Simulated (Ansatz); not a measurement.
C₂H₅N₃O, SMILES `NC(N)=NC=O`, 11 atoms. Charge 0, multiplicity 1. All runs use 4 threads of an AMD EPYC 7R43 on a shared host. Correlated methods freeze the cores.

(1) Give the basis size and wall time and peak host memory of each of these runs in Ansatz. RKS PBE0-D4/def2-TZVP relaxation (8 steps); RKS r2SCANh-D4/def2-TZVPP energy; RHF-CCSD(T)/def2-TZVPP energy; RKS PBE0-D4/def2-SVP energy; RKS CAM-B3LYP-D4/def2-TZVPP energy; RHF-CCSD(T)/def2-SVP energy; RKS PBE0-D4/def2-QZVPP energy; RHF-MP2/def2-QZVPP energy; direct RPA on PBE orbitals/def2-TZVPP energy; RKS LC-ωPBE/def2-TZVPP energy; RKS r2SCAN0-D4/def2-TZVPP energy; RKS ωB97M-V/def2-QZVPP energy. (Estimate.)

## Answers

(1) Computed: Other jobs shared the machine, so times are rough.

```csv
level,job,functions,wall time,peak host memory (GiB)
RKS PBE0-D4/def2-SVP,energy,109,1.4 s,0.24
RKS LC-ωPBE/def2-TZVPP,energy,256,3.2 s,0.44
RKS CAM-B3LYP-D4/def2-TZVPP,energy,256,4 s,0.65
RKS r2SCAN0-D4/def2-TZVPP,energy,256,5.5 s,0.6
RKS r2SCANh-D4/def2-TZVPP,energy,256,5.5 s,0.6
RHF-CCSD(T)/def2-SVP,energy,109,9.5 s,0.6
direct RPA on PBE orbitals/def2-TZVPP,energy,256,9.5 s,0.74
RKS PBE0-D4/def2-QZVPP,energy,492,11 s,1.6
RKS ωB97M-V/def2-QZVPP,energy,492,22 s,2
RHF-MP2/def2-QZVPP,energy,492,30 s,3.3
RKS PBE0-D4/def2-TZVP,relaxation (8 steps),216,35 s,0.54
RHF-CCSD(T)/def2-TZVPP,energy,256,4.4 min,6.4
```

LC-ωPBE has ω = 0.4 bohr⁻¹.
